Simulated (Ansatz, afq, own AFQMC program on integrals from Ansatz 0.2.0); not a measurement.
# Where AFQMC and coupled cluster stand for BHBr, quartet

```tsv
atom	x (Å)	y (Å)	z (Å)
B	0.0000	-0.2056	1.8872
Br	0.0000	0.0143	-0.2777
H	0.0000	1.0682	1.7705
```

Connectivity, by distances: BH–Br.

Basis cc-pVDZ. Noble-gas cores (and the filled d shells of Ga–Kr and In–Xe) are frozen. Ansatz 0.2.0 and our own AFQMC program on the same integrals; the CISD trial comes from CCSD amplitudes, and released means the phaseless constraint is let go. Free projection: walkers drawn from exp(T), propagated without any constraint. Its projection time is finite, and what remains of the start isn't in its error. Uncertainties: one standard error, sampling alone. No spin–orbit coupling.

Determinant: UHF, the one that the program's search chose, which needn't be the lowest solution. The geometry is a point of a scan.

No full CI on the walks' own integrals is used here; CCSDT(Q) serves as the reference and is uncertain by about the last step of the cluster series.

Cautions: no relativity below Rb; no spin-orbit coupling; inner d shell frozen; lower spins were not checked.

- T1 diagnostic: 0.0218
- weight of the determinant in the CISD state: 0.896
- ⟨S²⟩ of the determinant: 3.766
- size of the correlated space: 11 electrons in 31 orbitals

Reference: CCSDT(Q), correlation energy -5.150 eV. The released energy is read at 2.40 1/Eh (meV from the phaseless value at times in 1/Eh: -2 ± 11 at 0.24, -5 ± 10 at 0.51, -18 ± 9 at 0.99, -6 ± 11 at 1.62, -10 ± 13 at 2.40).

| level | E − E(reference) (meV) | share of correlation (%) |
| --- | --- | --- |
| HF | 5150.1 | 0.00 |
| MP2 | 911.4 | 82.30 |
| CCSD | 163.0 | 96.83 |
| CCSD(T) | 37.2 | 99.28 |
| CCSDT | 9.7 | 99.81 |
| ph-AFQMC/HF | 9.3 ± 39.4 | 99.82 |
| ph-AFQMC/CISD | 0.5 ± 10.1 | 99.99 |
| released AFQMC | -9.0 ± 13.4 | 100.18 |
| free AFQMC | 6.5 ± 10.7 | 99.87 |

Free projections are given only where their last times agree within the noise and don't stop above the reference; a slow remainder of the start can still hide under it. A walk keeps the symmetry of its determinant, which the program's search chose and which needn't be the lowest solution, so a lower state of the same spin and another symmetry isn't excluded. Released energies are given only where the last usable release times agree within the noise; a slower fall can still hide under it.
